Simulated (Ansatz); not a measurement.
## One arrangement of a pair

The pair of H$_{2}$S (SMILES S, atoms 1–3) and CH$_{4}$S (SMILES CS, atoms 4–9), both closed shells, in one local arrangement (a lower one may exist), relaxed at PBE0-D4/def2-TZVP:

S1  (0.275, 0.057, -2.636)
H2  (0.218, -1.283, -2.676)
H3  (0.912, 0.052, -1.444)
C4  (-0.637, -0.089, 1.155)
S5  (1.138, 0.247, 1.131)
H6  (-1.124, 0.429, 1.978)
H7  (-0.739, -1.163, 1.310)
H8  (-1.100, 0.172, 0.204)
H9  (1.056, 1.578, 0.979)
(Å)

Ansatz 0.2.0; basis: def2-TZVPPD, with def2-QZVPPD for the basis limit; cores frozen in the correlated methods. B3LYP uses VWN-RPA correlation. Extrapolation: Hartree–Fock as exp(−7.88 √X), correlation as X^−2.97. Interaction energies count from these two fragments, frozen as in the pair, with the counterpoise correction; negative means bound.

What is the interaction energy by CCSD(T) at an estimated basis limit (MP2 extrapolated from triple and quadruple zeta, plus CCSD(T) − MP2 in triple zeta)? (An estimate is asked for; the value comes from the calculation.)

The calculation gives: -2.59 kcal/mol. Hartree–Fock alone gives 0.78 kcal/mol at the basis limit, so without correlation the pair would not bind at this distance. It counts from the two fragments frozen as in the pair.

The same quantity by other methods in triple zeta, and each one's difference from that estimate:
```
   method  E_int (kcal/mol)  difference
   PBE-D4             -3.67       -1.08
revPBE-D4             -3.22       -0.63
  BLYP-D4             -3.03       -0.45
r2SCAN-D4             -2.97       -0.38
   B97M-V             -2.76       -0.17
  PBE0-D4             -3.27       -0.68
 B3LYP-D4             -2.94       -0.35
 HSE06-D4             -3.27       -0.68
  wB97X-V             -2.48        0.11
  wB97M-V             -2.46        0.13
   B2PLYP             -1.58        1.00
       HF              0.77        3.36
      MP2             -2.55        0.03
     CCSD             -1.57        1.01
  CCSD(T)             -2.08        0.51
```
Differences are method less estimate.

Basis-set superposition shift (counterpoise-corrected less uncorrected): CCSD(T) 0.57; MP2 0.55; HF 0.09; PBE0-D4 0.08; wB97M-V 0.11 kcal/mol.

T1 diagnostic: at most 0.011.

For scale, one of the runs: CCSD(T)/def2-TZVPPD, 241 basis functions, launched by `ansatz run in.yaml --threads 4 --pin off --events-out ev --progress --plain --max-ram 9574MiB`. Hardware: 4 CPU threads of an Intel Xeon Platinum 8488C, shared host. Wall time 32 s; peak host memory 4.3 GiB.
